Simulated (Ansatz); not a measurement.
**B–AlH₂, triplet in 6-31G: errors against full CI**

Geometry: a PBE0/def2-TZVP stationary point for this spin, not checked as a minimum.

```xyz
4

B     0.0000    0.0000    1.5511
Al    0.0000    0.0000   -0.5282
H     0.0000   -1.4113   -1.2487
H     0.0000    1.4113   -1.2487
```

Basis 6-31G; Ansatz 0.2.0. Correlated methods freeze the noble-gas cores, which leaves 8 electrons in 20 orbitals. R marks a restricted (for open shells ROHF) determinant, U an unrestricted one. Active spaces: valence = (8e, 10o) chosen from the atoms' valence shells; pair = (4e, 4o) about the gap.

Full CI is exact within this basis and frozen core; it isn't the basis-set limit. The frozen core follows each run's orbitals, which can shift R against U totals by a few meV.

For open shells CISD is restricted-active-space CI with the open shells as a complete middle space.

```
UHF ⟨S²⟩                          : 2.001
T1 diagnostic (RCCSD)             : 0.0316
largest doubles amplitude (RCCSD) : 0.064
T1 diagnostic (UCCSD)             : 0.0300
```

```csv
level,E − E(full CI) (meV),share of correlation (%),wall time
RHF,2361,0.00,–
UHF,2349,0.53,–
RMP2,815,65.47,–
UMP2,811,65.63,–
CISD,183,92.27,0.75 s
RCCSD,83,96.47,–
UCCSD,82,96.52,–
RCCSD(T),32,98.65,0.81 s
UCCSD(T),31,98.68,0.75 s
BCCD(T),29,98.79,0.93 s
RCCSDT,4,99.83,–
UCCSDT,4,99.84,–
RCCSDT(Q),1,99.94,3.6 s
UCCSDT(Q),1,99.96,3.2 s
CASSCF (valence space),605,74.40,–
NEVPT2 (valence space),188,92.03,3.8 s
MRCISD (valence space),21,99.12,–
MRCISD+Q (valence space),10,99.56,6 s
```

The correlation energy at full CI, counted from RHF, is -2.361 eV. That run took 57 s on 1 thread of Arm Neoverse V1, shared host over 5,855,680 determinants.

Run but not shown, since their state or frozen core can't be matched to the reference's or they repeat it: CASSCF (pair space), NEVPT2 (pair space), MRCISD (pair space), MRCISD+Q (pair space).

Times hold each run's SCF and search for its determinant on a shared host, so for small cases they say little of a method's own cost; they ran on 1 thread of Arm Neoverse V1.

The full-CI state has the irrep B1 of C2v, in the program's axes.

Natural occupations of full CI about the gap: 1.969 1.957 1.930 0.992 0.983 0.043 0.038 0.027 0.019 0.017; effectively unpaired electrons, Σ n²(2−n)², 2.05.
